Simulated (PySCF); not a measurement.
nitrogen dioxide (NO₂), SMILES [O]N=O, multiplicity 2. Atoms are numbered in the order given.

```xyz
3

O      0.0000     1.0930     0.1396
N      0.0000     0.0000    -0.3192
O      0.0000    -1.0930     0.1396
```
Charge 0, spin multiplicity 2.

Coordinates come from a ωB97X-D3(BJ)/def2-TZVP optimisation.

Computed with SMD-PBE0/def2-SVP run with PySCF.

Solvation free energies are E(SMD) − E(gas) at the gas-phase geometry, for 1 M in both phases. In vacuum the dipole moment is 0.35 D.

Computed solvation free energies in water, n-hexane, cyclohexanone:
| solvent | ΔG(solv) (kcal/mol) | its non-electrostatic (CDS) part | dipole (D) |
|---|---|---|---|
| water | 2.9 | 4.4 | 0.43 |
| n-hexane | -0.2 | 0.0 | 0.37 |
| cyclohexanone | 0.2 | 0.7 | 0.40 |
